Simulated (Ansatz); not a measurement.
Reaction (SMILES): ClO (OH-Cl) → HClO+ (doublet, bonded as OCl) + e-
B3LYP-D3(BJ)/def2-TZVP geometries, fixed; electronic energies without zero-point terms.

Core correlation in the adiabatic ionisation energy at MP2 with Ansatz (a program for electronic structure), in eV: frozen core against 1s of Al to Cl frozen alone. Core-valence sets carry the plain set on hydrogen. Open shells are unrestricted.

```json
[
 {"basis": "cc-pV(D+d)Z", "functions, most": "42", "frozen core": "10.679", "1s of Al to Cl frozen alone": "10.683", "core term (second minus first)": "0.004"},
 {"basis": "cc-pCVDZ", "functions, most": "50", "frozen core": "10.737", "1s of Al to Cl frozen alone": "10.741", "core term (second minus first)": "0.003"},
 {"basis": "cc-pV(T+d)Z", "functions, most": "83", "frozen core": "10.899", "1s of Al to Cl frozen alone": "10.899", "core term (second minus first)": "0.001"},
 {"basis": "cc-pCVTZ", "functions, most": "116", "frozen core": "10.900", "1s of Al to Cl frozen alone": "10.913", "core term (second minus first)": "0.013"},
 {"basis": "cc-pwCVTZ", "functions, most": "116", "frozen core": "10.898", "1s of Al to Cl frozen alone": "10.912", "core term (second minus first)": "0.014"},
 {"basis": "cc-pV(Q+d)Z", "functions, most": "149", "frozen core": "11.036", "1s of Al to Cl frozen alone": "11.041", "core term (second minus first)": "0.004"},
 {"basis": "cc-pCVQZ", "functions, most": "223", "frozen core": "11.035", "1s of Al to Cl frozen alone": "11.051", "core term (second minus first)": "0.016"},
 {"basis": "cc-pwCVQZ", "functions, most": "223", "frozen core": "11.037", "1s of Al to Cl frozen alone": "11.054", "core term (second minus first)": "0.016"}
]
```

The largest core-valence set, cc-pwCVQZ, gives a core term of 0.016 eV; the valence set cc-pV(Q+d)Z, which lacks functions for the core, gives 0.004.
